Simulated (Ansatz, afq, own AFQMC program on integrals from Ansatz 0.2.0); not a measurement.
Two steps: Ansatz 0.2.0 writes the Fock matrix and Cholesky factors of the valence space, and afq projects on them the lowest state that overlaps trial and start.

```yaml
crystal:
  periodic: [false, false, false]
  atoms:
    - {symbol: Sn, position_ang: [0.000000, 0.000000, 0.000000]}
basis:
  gaussian: {orbitals: def2-SVP}
magnetization: {spin_polarized: true, initial_magnetization: 2}
correlation: {method: ccsd_t, electrons: outside_noble_gas, hamiltonian_folder: ham}
```

```sh
$ ansatz run in.yaml --threads 1 --pin off --events-out ev --progress --plain --max-ram 24576MiB --backend cuda --devices 0, --max-vram 18GiB
```

Options of the walk:

```
--method phaseless --trial cisd --walkers 4000 --populations 20 --least-time 60 --time-step 0.005 --steps-per-block 50 --equilibration-blocks 28 --max-blocks 4000 --target-error 7e-05 --factor-cut 1e-05 --start spin_pure --seed 4165 --release-times 0.24,0.5,1,1.5 --release-step 0.02 --release-every 3 --taylor-order 6
```

Times are imaginary, in 1/Eh. The walk had a cap of 122 s. With eight or more populations the least sampling time is a fifth of least-time, and the error comes from their spread. Filled inner d shells are frozen with the cores. Core potentials past Kr, no spin–orbit coupling.

Log:

```
orbitals 17  electrons 3 1  factors 101 of 148
reference energy -213.33613327 Eh
CCSD correlation -0.04813511 Eh in 9 cycles, weight of the determinant in the CISD state 0.9497
energy of the start -213.384245 Eh
 block  time / (1/Eh)  mean weight  energy / Eh
     1     0.250  1.0000  -213.384243
     2     0.500  1.0000  -213.384312
     3     0.750  1.0000  -213.384402
     4     1.000  1.0000  -213.384507
     5     1.250  0.9999  -213.384579
    10     2.500  1.0000  -213.384887
    15     3.750  0.9999  -213.385011
    20     5.000  0.9999  -213.385070
    25     6.250  0.9999  -213.385048
    30     7.500  1.0000  -213.385034
    35     8.750  1.0001  -213.385031
    40    10.000  1.0000  -213.384996
    41    10.250  1.0000  -213.384973
    45    11.250  1.0000  -213.385019
    50    12.500  1.0000  -213.385156
    55    13.750  1.0000  -213.385075
    60    15.000  1.0001  -213.385011
    64    16.000  1.0001  -213.385788
    65    16.250  1.0000  -213.385033
    70    17.500  1.0000  -213.385017
    75    18.750  1.0001  -213.385053
    78    19.500  0.9999  -213.385049
error from the spread of 20 populations
released: time / (1/Eh)  energy / Eh  error  mean overlap
  0.24  -213.385070  0.000017  0.9999
  0.50  -213.385103  0.000027  0.9999
  1.00  -213.385079  0.000009  1.0010
  1.50  -213.385122  0.000013  0.9989
energy -213.385068 +/- 0.000020 Eh
(rows thinned)
```

The run passed its tests (sampling time, drift between the halves within three errors, error under three times the target), which doesn't prove that it has relaxed.

Against this walk (error 0.5 meV) on the same determinant: CCSD(T) 5.7 meV higher, CCSDT(Q) 0.9 meV lower (within the noise), full CI 1.2 meV lower. The error is statistical and leaves out the bias of the constraint. Released to 1.50 1/Eh the energy lies 1.5 ± 0.7 meV (both errors) below the phaseless value, which shows part or all of the bias of the constraint, and full CI lies 0.3 meV above the released value.

Cautions: constraint bias not in the error; no spin-orbit coupling; inner d shell frozen.

The walk took 34 s on 1 × NVIDIA H100 80GB HBM3 with 2 threads of AMD EPYC 7R13 Processor (Zen 3), with other jobs on the host (the card was shared). The log's last line is the phaseless energy.

CCSDT and higher add their correlation energy to the determinant of the CCSD(T) run, since their own runs factorise the integrals more tightly (a shift of under 2 meV). A walk keeps the symmetry of its determinant, which the program's search chose and which needn't be the lowest solution, so a lower state of the same spin and another symmetry isn't excluded.
